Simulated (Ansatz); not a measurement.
# Scan of HGaAl, quartet

Starting geometry (PBE0/def2-TZVP stationary point for this spin, not checked as a minimum):

```yaml
atoms:
  - { symbol: Al, position_ang: [0.0000, 0.0000, 2.0585] }
  - { symbol: Ga, position_ang: [0.0000, 0.0000, -0.2499] }
  - { symbol: H, position_ang: [0.0000, 0.0000, -1.8086] }
```

From there Ga2, H3 move together along the line of the two atoms named below, all else staying in place; atoms are numbered as listed. Energies are in kJ/mol, counted from the starting geometry at the same level. Kohn–Sham curves are unrestricted where that lies lower.

Basis 6-31G (Cartesian d functions); Ansatz 0.2.0. Correlated methods freeze the noble-gas cores and the filled d shells of p-block atoms. R marks a restricted (for open shells ROHF) determinant, U an unrestricted one. No spin–orbit coupling is included, and no scalar relativity.

Coupled cluster chose its determinant by trial CCSD, here up to 0.59 eV above the lowest Hartree–Fock solution of its kind, and MP2 stands on that determinant too. A value is left out where its run failed or describes another state than the reference as far as symmetry and spin tell, or, spin-broken singlets apart, can't be checked. The reference follows the lowest state, whose symmetry changes from Σ⁻ or Δ to Π between 4.966 and 6.218.

Full CI is exact within this basis and frozen core; it isn't the basis-set limit. The frozen core follows each run's orbitals, which can shift R against U totals by a few meV for light atoms and by up to 0.1 eV past Ca.

| distance Al1-Ga2 (Å) | full CI | curve A | curve B | curve C | curve D |
| --- | --- | --- | --- | --- | --- |
| 1.892 | 208.9 | 170.2 | 200.2 | 206.6 | 208.4 |
| 2.128 | 41.7 | 26.5 | 37.2 | 40.5 | 41.5 |
| 2.308 | 0.0 | 0.0 | 0.0 | 0.0 | 0.0 |
| 2.490 | -2.3 | 10.7 | 3.5 | -0.5 | -2.0 |
| 2.841 | 40.7 | 72.9 | 58.1 | 47.5 | 41.7 |
| 3.141 | 85.5 | 129.0 | 115.8 | 91.9 | 86.3 |
| 3.665 | 138.4 | 199.6 | 162.5 | 145.9 | 138.1 |
| 4.228 | 163.0 | 233.6 | 172.4 | 163.9 | 162.6 |
| 4.966 | 173.5 | 245.4 | 176.2 | – | 172.9 |
| 6.218 | 176.7 | 248.3 | 177.1 | 170.9 | 175.4 |
| 7.933 | 177.3 | – | 177.7 | 171.5 | 176.0 |

Problem. The curves come from RCCSD, UCCSDT, UMP2, r2SCANh. Compare each with full CI and say which is which.

Solution. A: r2SCANh, B: UMP2, C: RCCSD, D: UCCSDT. Spread of the error against full CI, over the points where both stand: A 110.5, B 38.9, C 13.3, D 2.3 kJ/mol.  The program flagged some runs of RCCSD, UCCSDT as in doubt.

In so small a basis the reference is far from its limit while semilocal and hybrid functionals are nearer theirs, so the functionals' errors here hold much of the reference's basis and frozen-core error, which can add to them or hide them.
